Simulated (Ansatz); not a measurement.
Consider InSb in the zinc blende structure (space group F-43m, No. 216; a = 6.6356 Å).

Levels (all Ansatz, a program for electronic structure, PAW): PBE (420 eV, scalar-relativistic without spin-orbit coupling); PBEsol (420 eV, no SOC).

Levels that relaxed their own cell: PBE and PBEsol.

```tsv
level	lattice parameter a
PBE	6.636 Å
PBEsol	6.519 Å
```

Measured: lattice parameter a 6.468 Å (static lattice; corrected from measurement; as listed in Daniel Mejia-Rodriguez, S. B. Trickey, Phys. Rev. B (2018)).

Computed minus measured — lattice parameter a: PBE +2.6 %, PBEsol +0.8 % (closest: PBEsol).

Stability against distortions was not tested. All final runs are without spin polarisation.
